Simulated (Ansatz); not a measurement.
**Si2H5O (SMILES O[SiH][SiH3]): the vertical energy of the quartet above the doublet from total energies**

Si2H5O: 8 atoms, total charge 0, spin state doublet. SMILES: `O[SiH][SiH3]`. The coordinates come from a PBE0-D4/def2-TZVP relaxation. This is one conformer, not always the lowest.

```xyz
8

O    -0.9290    0.9384   -1.7171
Si    0.0904    1.1340   -0.4250
Si    0.3142   -0.7742    0.9176
H    -1.8059    0.5984   -1.5303
H     1.3787    1.5823   -1.0244
H     1.1900   -0.4268    2.0690
H     0.8839   -1.9604    0.2167
H    -1.0302   -1.1487    1.4376
```

Both states at this one shape; open shells run unrestricted unless said. 1 Eh = 27.2114 eV.

| level | program | doublet Si2H5O (Eh) | quartet Si2H5O (Eh) |
| --- | --- | --- | --- |
| UHF/def2-SVPD | Ansatz | -655.400082 | -655.181537 |
| UPBE/def2-SVPD | Ansatz | -656.576355 | -656.379922 |
| U-r2SCAN/def2-SVPD | Ansatz | -656.873558 | -656.671746 |
| UPBE0/def2-SVPD | Ansatz | -656.637002 | -656.429277 |

**Question.** Work out the vertical gap, second state less first, at each level.

**Answer.** 
1. UHF/def2-SVPD: -655.181537 − (-655.400082) = 0.218545 Eh = 5.95 eV.
2. UPBE/def2-SVPD: -656.379922 − (-656.576355) = 0.196433 Eh = 5.35 eV.
3. U-r2SCAN/def2-SVPD: -656.671746 − (-656.873558) = 0.201812 Eh = 5.49 eV.
4. UPBE0/def2-SVPD: -656.429277 − (-656.637002) = 0.207725 Eh = 5.65 eV.

No measured value is set beside it here; the levels span 5.35 to 5.95 eV.
